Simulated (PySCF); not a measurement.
Molecule: `[BH3-][PH3+]`, BH$_{6}$P.

Atom-mapped SMILES (the numbers label the heavy atoms): `[BH3-:1][PH3+:2]`; H(Xn) means a hydrogen on atom n.

Geometry PBE0-D3(BJ)/def2-SVP throughout; GIAO in PySCF 2.14.0 with density-fitted response routines, gas phase, one conformer, non-relativistic; equivalent atoms averaged; basis pcSseg-2.

**Question.** How do the absolute shieldings σ depend on the functional? (ppm; last column core-seconds on 1 thread of an Arm Neoverse V2, shared host)

**Answer.** 
```csv
functional,kind,B1,P2,H(P2),H(B1),core-s
WP04,global hybrid,138.9,389.1,27.64,30.77,5.9
B97-2,global hybrid,150.3,436.6,27.12,30.33,5.4
BHandHLYP,global hybrid,150.3,429.1,27.34,30.45,5.5
CAM-B3LYP,range-separated hybrid,149.1,422.3,27.18,30.31,7.3
wB97X-D,range-separated hybrid,151.4,433.2,27.18,30.33,7.2
LC-wPBE,range-separated hybrid,154.0,441.4,27.20,30.36,9.9
```

**Question.** Which nucleus moves most, in ppm?

**Answer.** P2 (phosphorus bonded to B, 3 H): from 389.1 ppm with WP04 to 441.4 ppm with LC-wPBE. The smallest spread is 0.46 ppm, at H(B1).
